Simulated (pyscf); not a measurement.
Thermochemistry of product channels of Cl–C•(Cl)–Cl + HF on the doublet surface, in kcal/mol, from CCSD(T)/def2-TZVPP + ΔMP2(QZVPP) energies (ideal gas, 1 atm, RRHO with modes under 100 cm⁻¹ raised to 100, one conformer, R ln 2 for rigid chiral ones). Optimised with ωB97X-D3(BJ)/def2-SVP in PySCF. MP2 and CC: frozen core, UHF for open shells. ΔMP2 is the change of the MP2 total energy from the triple- to the quadruple-zeta basis.

| products | ΔE | ΔH(298 K) | ΔG(900 K) | ΔG(1200 K) |
|---|---|---|---|---|
| HCl + F–C•(Cl)–Cl | +3.8 | +3.0 | +1.2 | +0.8 |
| Cl• + F–CH(Cl)–Cl | +5.9 | +8.3 | +14.0 | +16.0 |

These are energies of the channels, which say nothing of barriers. The CCSD(T) − MP2 part came from Ansatz, without density fitting, on the same reference. Left out: orbital degeneracy and the spin-orbit lowering of Cl.
